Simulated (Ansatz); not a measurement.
We consider bcc Na, described by PBEsol (Ansatz, an electronic-structure program, plane waves, PAW).

A relaxed, unreconstructed slab of the (111) face has 12 atoms, two equal faces of 30.083 Å² each and an energy of -17709.4091 eV. A bulk cell of 3 atoms with the same orientation and in-plane k mesh has -4427.6077 eV. Energies are extrapolated to zero smearing.

Numerical settings: plane-wave cutoff 500 eV, 12×12×1 k mesh (along the axes of the cell as run), Fermi–Dirac smearing 0.1 eV, scalar-relativistic PAW data made under PBE.

Worked out: γ = (E_slab − N E_bulk per atom)/2A = [-17709.4091 − 12 × (-4427.6077/3)]/(2 × 30.083) = 0.0170 eV/Å². With 16.022 J/m² per eV/Å² this is 0.27 J/m², or 0.51 eV per surface cell and face.
